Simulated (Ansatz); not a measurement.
Compare A (`C/C(F)=C/CF`) with its isomer B (`C/C(=C/F)CF`).

Gas-phase electronic energies from Ansatz, PBE0-D4/def2-TZVP geometries. CCSD(T)/CBS is the MP2 limit (def2-TZVPP, def2-QZVPP) plus CCSD(T) − MP2 in def2-TZVPP, frozen cores. Double bonds are as drawn, so ΔE can hold a change between cis and trans. Functionals use def2-TZVPP. B3LYP here is the variant with VWN-RPA as its local correlation; programs differ in this. One conformer a species, not always the lowest.

A:

```xyz
12

C    -0.1713   -0.2048    1.9453
C     0.2962    0.0413    0.5639
F     1.6014    0.3700    0.5262
C    -0.4029   -0.0198   -0.5605
C     0.1487    0.2423   -1.9114
F     0.0138   -0.8885   -2.7101
H    -1.2259   -0.4757    1.9518
H     0.4075   -1.0138    2.3994
H    -0.0278    0.6874    2.5607
H    -1.4504   -0.2867   -0.4850
H     1.2079    0.5001   -1.8677
H    -0.3971    1.0482   -2.4126
```

B:

Z-matrix (Å, degrees):
```
C
C 1 1.493
H 1 1.092 2 110.5
H 1 1.091 2 111.6 3 -120.7
H 1 1.095 2 110.8 3 118.6
C 2 1.324 1 120.8 3 121.4
C 2 1.491 1 117.6 3 -59.1
F 6 1.340 2 122.9 1 -179.8
H 6 1.084 2 125.0 1 0.8
F 7 1.389 2 110.0 1 55.5
H 7 1.096 2 110.6 1 -62.3
H 7 1.090 2 111.8 1 175.6
```

Problem. Which is lower in electronic energy at CCSD(T)/CBS, and by how much? (Best estimate.)

Solution. Computed: A, by 3.2 kcal/mol.

Problem. Give E(B) − E(A) in kcal/mol with MP2/def2-TZVPP, BLYP-D4, LDA (SPW92), r2SCAN-D4, B3LYP, PBE0-D4, PBE-D4. (Best estimate.)

Solution. The calculation gave: MP2/def2-TZVPP 3.1, BLYP-D4 3.4, LDA (SPW92) 3.6, r2SCAN-D4 3.9, B3LYP 4.0, PBE0-D4 3.6, PBE-D4 3.5. None reverses the order clearly.

Problem. Does the order hold for the free energy at 298.15 K (harmonic terms from PBE0-D4)? (Best estimate.)

Solution. Ansatz gave: Yes: G(B) − G(A) = +3.5 kcal/mol, for one conformer each.

Largest T1 diagnostic: 0.011.

In def2-TZVPP, CCSD(T) changes the Hartree–Fock value by −1.1 kcal/mol (the triples alone add −0.1 kcal/mol) and MP2 by −1.1 kcal/mol. At CCSD(T), def2-SVP lies −1.0 kcal/mol from the extrapolated value and def2-TZVPP −0.2 kcal/mol.
